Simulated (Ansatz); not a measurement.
Geometry optimisation, Ansatz 0.2.0, RKS B3LYP/def2-SVP.

Input:

```yaml
crystal:
  periodic: [false, false, false]
  atoms:
    - { symbol: "N", position_ang: [-0.88117, 0.98334, -1.28046] }
    - { symbol: Si, position_ang: [0.23328, 0.82948, -0.02901] }
    - { symbol: Si, position_ang: [0.56603, -1.25468, 1.03255] }
    - { symbol: H, position_ang: [-1.45119, 0.22885, -1.63916] }
    - { symbol: H, position_ang: [-1.07823, 1.84173, -1.78308] }
    - { symbol: H, position_ang: [0.76894, 2.18179, 0.09241] }
    - { symbol: H, position_ang: [1.97264, -1.59248, 0.81263] }
    - { symbol: H, position_ang: [-0.35346, -2.17511, 0.35477] }
    - { symbol: H, position_ang: [0.22315, -1.04291, 2.43933] }
total_charge: 1
basis:
  gaussian: { orbitals: def2-SVP }
hamiltonian:
  xc: b3lyp
relax:
  f_tol: 0.015
  max_steps: 40
output:
  orbitals: {}
```

Launched with:

```bash
$ ansatz run input.yaml --threads 1 --pin off --max-ram 2048MiB --backend cpu --events-out ev --progress --plain --runs-dir out
```

Q: Where does it end, and by what steps?

A: It converged. Limits of this set-up: the dipole of an ion depends on the origin. After 6 steps the energy has fallen by 0.081 eV; H6 moved furthest, 0.16 Å.

```tsv
step	energy less start (eV)	largest force component (eV/Å)	accepted
0	0.0000	0.820	yes
1	-0.0723	0.269	yes
2	-0.0782	0.093	yes
3	-0.0798	0.040	yes
4	-0.0803	0.087	yes
5	-0.0806	0.028	yes
6	-0.0807	0.010	yes
```

```xyz
9
Properties=species:S:1:pos:R:3
N -0.907 0.976 -1.306
Si 0.197 0.822 -0.066
Si 0.560 -1.259 1.028
H -1.480 0.210 -1.664
H -1.088 1.854 -1.797
H 0.858 2.119 0.209
H 1.999 -1.537 0.797
H -0.363 -2.203 0.353
H 0.225 -0.980 2.446
```

The run took 17 s on 1 CPU thread of a shared host.
